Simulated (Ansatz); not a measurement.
A run of Ansatz (development build ahead of 0.2.0) on singlet SO2 at this shape:

```xyz
3

S     0.0283    0.0138   -0.4102
O    -0.0170    1.2947    0.3556
O    -0.0058   -1.2997    0.3777
```

Its results:

| Property | Result |
| --- | --- |
| Converged | yes |
| Reference energy | -546.93339 hartree |
| Correlation energy | -0.38624 hartree |
| Total energy | -547.31963 hartree |
| Spin squared of the determinant | 0.000 |

Problem. Which input gives this output? Name the method, the orbitals and the basis set, and write the input.

Solution. RHF-MP2 in 6-31G. An unrestricted run that stays on the closed shell gives the same numbers.

```yaml
crystal:
  periodic: [false, false, false]
  atoms:
    - { symbol: S, position_ang: [0.02831, 0.01384, -0.41015] }
    - { symbol: O, position_ang: [-0.01704, 1.29474, 0.35563] }
    - { symbol: O, position_ang: [-0.00578, -1.29969, 0.37771] }
basis:
  gaussian: { orbitals: "6-31G" }
hamiltonian:
  xc: hf
correlation:
  method: mp2
  frozen_orbitals: { O: 1, S: 5 }
```

Caution: in another basis set an unrestricted determinant lies well below.
